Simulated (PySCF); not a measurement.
Molecule: SMILES O=[P@H]([O-])O, [H₂O₃P]-.

Bonds (- single, = double, # triple, : aromatic): O1=P2, P2-O3, P2-O4. P2 carries H5; O4 carries H6. Formal charges: O3 -1. Stereochemistry as in O=[P@H]([O-])O.

Total charge -1.

Frames of a GFN2-xTB Langevin trajectory at 400 K; GIAO PBE0/pcSseg-1 shieldings in PySCF, gas phase, non-relativistic; equivalent atoms averaged within each frame.

References, each an isolated molecule treated in the same way: ¹⁷O (336.08 ppm) vs H2O; ³¹P (318.38 ppm) against H3PO4; TMS for ¹H (31.72 ppm). The references are static minima.

**Question.** How do the shifts (ppm) fluctuate along the trajectory?

**Answer.** 
```tsv
time (fs)	O1/O3	O4	P2	H5	H6
optimised geometry	185.7	141.0	-11.1	7.40	1.10
250	202.2	155.2	-3.0	8.15	-0.19
425	206.4	135.1	2.0	7.71	-0.27
625	192.4	137.5	-13.6	7.86	-0.12
800	203.0	161.9	-3.3	7.15	2.20
1000	192.2	173.1	-11.5	7.07	-0.10
mean of frames	199.2	152.6	-5.9	7.58	0.30
standard deviation	6.5	16.2	6.5	0.47	1.06
```

5 frames give an uncertainty of the mean of about the standard deviation over 2.2 at best, since frames this close in time may not be independent; classical motion lacks zero-point vibration, and the reference would need the same averaging.
